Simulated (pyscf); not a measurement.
Single points on ωB97X-D3(BJ)/def2-SVP structures (PySCF, gas phase). Correlated levels are frozen-core, on RHF or UHF. ΔMP2 is the change of the MP2 total energy from the triple- to the quadruple-zeta basis.

Q: `[ClH]` + `[F][BH][Cl]` → `[Cl][BH][Cl]` + `[FH]`
Surface: singlet. Broken: Cl–H, B–F. Formed: B–Cl, F–H. Give ΔE‡ and ΔE from CCSD(T)/def2-TZVPP + ΔMP2(QZVPP), relative to the separated reactants.

A: ΔE‡ = 28.1 kcal/mol, ΔE = +13.0 kcal/mol. Zero-point energy shifts the barrier by +0.4 kcal/mol. It is a four-centre exchange, with an imaginary mode of 971i cm⁻¹. One saddle was located; it need not be the lowest between these sides. The CCSD(T) − MP2 part came from Ansatz, without density fitting, on the same reference.
